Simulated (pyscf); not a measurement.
9 organic steps of one kind (four-centre exchange, closed-shell): barrier in kcal/mol, from the separated reactants or the lowest minimum found. Single points on ωB97X-D3(BJ)/def2-SVP structures (PySCF, gas phase). Functionals in def2-TZVP; the last column is ωB97M-D3(BJ)/def2-TZVP. Rows were drawn at random from the steps of this kind and element class whose saddle was verified and whose references are stable.

```tsv
step	PBE	B3LYP-D3(BJ)	r²SCAN	ωB97M-D3(BJ)
H₃C–NH₂ + H₂ → CH₄ + NH₃	84.6	91.2	91.1	94.0
H₃C–NH–CH₃ + H₂ -> CH₄ + H₃C–NH₂	?	90.3	89.8	92.9
HC≡C–SH + H₂ -> H₂S + HC≡CH	68.5	80.2	73.9	84.1
HC≡C–OH + H₂ → HC≡CH + H₂O	63.2	73.7	68.5	76.2
H₂C=CH–NH₂ + H₂ -> H₂C=CH₂ + NH₃	65.5	71.9	69.9	73.7
H₃C–CH=S + H₂ → CH₄ + H₂C=S	58.5	65.7	60.4	63.4
S=CH–SH + H₂ → H₂C=S + H₂S	51.8	59.9	54.9	60.2
H₂C=CH–F + H₂ -> H₂C=CH₂ + HF	64.9	74.0	70.4	75.7
H₂C=CH–Cl + H₂ -> H₂C=CH₂ + HCl	?	72.2	69.2	76.2
```

Some entries are withheld; supply them.


- H₃C–NH–CH₃ + H₂ -> CH₄ + H₃C–NH₂, PBE: 83.9
- H₂C=CH–Cl + H₂ -> H₂C=CH₂ + HCl, PBE: 65.4

Differences from the last column (kcal/mol): PBE: mean -10.0, median -9.4, mean size 10.0, lower in 9 of 9; B3LYP-D3(BJ): mean -1.9, median -2.5, mean size 2.4, lower in 8 of 9; r²SCAN: mean -5.4, median -5.3, mean size 5.4, lower in 9 of 9. PBE is closest for row 6 (4.9 kcal/mol apart) and farthest for row 3 (15.6 kcal/mol). PBE, r²SCAN and M06-2X carry no added dispersion term. The last column is a level with limits of its own. Each barrier is that of the saddle found.
